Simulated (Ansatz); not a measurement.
Ideal-gas functions of AlBClH₃ (`[AlH2][BH]Cl`) at 800 K and 1 bar, from an Ansatz frequency run at PBE0-D4/def2-TZVP.

Molar mass 76.27 g/mol, point group Cs (symmetry number 1), electronic degeneracy 1, moments of inertia 17.646, 186.338, 196.421 u Å². Harmonic wavenumbers (cm⁻¹, unscaled): 119, 122, 341, 496, 599, 708, 765, 832, 1035, 1905, 1912, 2607.

Use S(trans) = R[1.5 ln M + 2.5 ln T − 1.1517]; rotational temperatures θ = 24.2544 K / I; S(rot) = R[ln(√π/σ · √(T³/θAθBθC)) + 1.5]; for each mode x = 1.438777 ν̃/T, S = R[x/(eˣ − 1) − ln(1 − e⁻ˣ)] and H = RT x/(eˣ − 1); 1 cm⁻¹ = 0.0119627 kJ/mol; R = 8.31446 J/(mol·K).

Q: By hand: the entropy, in J/(mol·K).

A: Translation 183.4. Rotation: θ = 1.3745, 0.1302, 0.1235 K, giving 116.4. Vibration, mode by mode: 21.15, 20.94, 12.51, 9.53, 8.09, 6.85, 6.29, 5.70, 4.25, 1.23, 1.22, 0.44, in all 98.2. Electronic 0.0. Sum 398.0 J/(mol·K).

Q: By hand: H − E and G − E in kJ/mol, counted from the electronic energy.

A: Zero-point energy ½ × 11441 × 0.0119627 = 68.4; thermal vibration 37.9; translation, rotation and pV give 4 RT = 26.6. H − E = 132.9 kJ/mol, and G − E = 132.9 − 800 × 398.0/1000 = -185.5 kJ/mol.

Vibration gives 25 % of the entropy, 42.1 J/(mol·K) of it from the modes under 150 cm⁻¹: soft modes count most, and the harmonic formula is weakest for them.
